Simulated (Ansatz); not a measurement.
```yaml
crystal:
  periodic: [false, false, false]
  atoms:
    - {symbol: P, position_ang: [-0.390161, -0.449772, 0.464439]}
    - {symbol: S, position_ang: [0.790454, 0.995538, -0.451416]}
    - {symbol: H, position_ang: [0.193656, -1.527199, 0.115666]}
    - {symbol: D, position_ang: [-1.473797, -0.603499, -0.756831]}
    - {symbol: H, position_ang: [1.020086, 1.670569, 0.557126]}
basis:
  gaussian: {orbitals: def2-TZVPP}
magnetization: {spin_polarized: true, initial_magnetization: 0}
hamiltonian: {xc: {name: CAM-B3LYP}, dispersion: d4}
```

```sh
$ ansatz run in.yaml --threads 2 --pin off --events-out ev --progress --plain --max-ram 4352MiB
```

(1) How does Ansatz answer? (An estimate is asked.)

Answers

(1) Ansatz gave: The input was rejected before any iteration.
```
Error: YAML parse error: error: line 7 column 16: `D` is not an element symbol (H … Og, case-exact)
 --> <input>:7:16
5 |     - {symbol: S, position_ang: [0.790454, 0.995538, -0.451416]}
6 |     - {symbol: H, position_ang: [0.193656, -1.527199, 0.115666]}
7 |     - {symbol: D, position_ang: [-1.473797, -0.603499, -0.756831]}
8 |     - {symbol: H, position_ang: [1.020086, 1.670569, 0.557126]}
9 | basis:
```
